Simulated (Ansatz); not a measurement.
A nudged elastic band was laid between two geometries of CH3O (5 atoms, charge -1, multiplicity 1).

The calculation used Ansatz, RKS B3LYP-D4/def2-TZVP.

- movable images: 7
- climbing image: yes
- spring: 5.0 eV/Å²
- optimiser: quadratic models (default)
- start path: through a guess of the saddle point
- force threshold: 0.05 eV/Å
- iteration limit: 60
- end points: relaxed

Image 0:

```xyz
5
Properties=species:S:1:pos:R:3
C 0.034 -0.027 -0.008
O 1.043 -0.841 -0.256
H -1.020 -0.473 -0.097
H -0.054 0.901 -0.677
H -0.004 0.441 1.038
```

Image 8:

```xyz
5
Properties=species:S:1:pos:R:3
C -0.253 0.472 0.134
O 0.263 -0.920 -0.254
H -0.562 -1.391 -0.356
H 0.252 1.145 -0.601
H 0.301 0.695 1.078
```

(1) What changes between the two ends?

(2) Give the energies along the band, and the barrier.

(3) What is the geometry of the highest image?

(4) What are the harmonic wavenumbers there?

The band took 8 iterations and of the order of 70 core-seconds.

Results:

(1) Bonds broken: C1–H3. Bonds formed: O2–H3.

(2) It converged. The highest image is number 4 of 0 to 8, 2.57 eV above the first end and 1.02 eV above the last; the last end lies 1.55 eV above the first. A vibrational analysis at the climbing image gives one clearly imaginary mode, 1631i cm⁻¹: a first-order saddle point. The orbitals stay closed-shell, which can raise the energy where a bond breaks towards radicals; this wasn't checked here. Limits of this set-up: an anion without diffuse functions, the dipole of an ion depends on the origin.

```tsv
image	path coordinate (Å)	energy (eV)	C1–H3 (Å)	O2–H3 (Å)
0	0.00	0.00	1.15	2.10
1	0.23	0.27	1.11	1.89
2	0.46	1.12	1.09	1.67
3	0.69	2.12	1.12	1.44
4	0.92	2.57	1.23	1.19
5	1.11	2.33	1.40	1.03
6	1.30	1.95	1.59	0.97
7	1.49	1.66	1.77	0.95
8	1.68	1.55	1.95	0.96
```

(3) 
```xyz
5
Properties=species:S:1:pos:R:3
C -0.177 0.258 0.074
O 0.598 -1.045 -0.298
H -0.579 -0.869 -0.216
H 0.054 1.060 -0.647
H 0.104 0.596 1.086
```

(4) 1631i, 706, 927, 1055, 1069, 1415, 2510, 2873, 2901 cm⁻¹.

The run took 68 s on 1 thread of Arm Neoverse V1 (shared host), peak memory 0.11 GiB.
